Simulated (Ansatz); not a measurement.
2H MoTe2

All values below come from r²SCAN (Ansatz, a program for electronic structure, plane waves, PAW).

Run with plane-wave cutoff 600 eV, 12×12×4 k mesh (along the axes of the cell as run), finite displacements, no spin polarisation, scalar-relativistic PAW data made under PBE.

Cell: measured lattice: a = b = 3.518 Å, c = 13.974 Å, α = β = 90.00°, γ = 120.00°.

```yaml
electronic dielectric constant ε∞ (mean over three axes): 15.9
dielectric constant ε0 (ions relaxed) (mean over three axes): 17.0
```

Note: the cell isn't this level's own, so it is under some stress, which shifts stiffness and frequencies.

Spin–orbit coupling is not included.

Computing time: very roughly 40 core-minutes.
